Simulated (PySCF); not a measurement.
CH5N, SMILES CN. Atoms are numbered in the order given.

```xyz
7

C     -0.7012    -0.0177     0.0000
N      0.7452     0.1211     0.0000
H     -1.1131     0.4854     0.8777
H     -1.1131     0.4854    -0.8777
H     -1.0753    -1.0520     0.0000
H      1.1463    -0.3301     0.8120
H      1.1463    -0.3301    -0.8120
```
Charge 0, spin multiplicity 1.

Geometry optimised at PBE0-D3(BJ)/def2-TZVP.

The numbers are results of PySCF with ωB97X/def2-TZVPD, not measurements.

Computed frontier levels, gap, dipole moment and polarisability:
- highest occupied level = -9.37 eV
- lowest empty level = 2.17 eV
- orbital gap = 11.54 eV
- dipole moment = 1.34 D
- quadrupole, principal values (traceless, Buckingham form, about the centre of nuclear charge) = -4.30, 2.11, 2.19 D·Å
- mean static polarisability = 25.4 bohr³ (3.76 Å³)
- polarisability, principal values = 24.0, 24.4, 27.8 bohr³
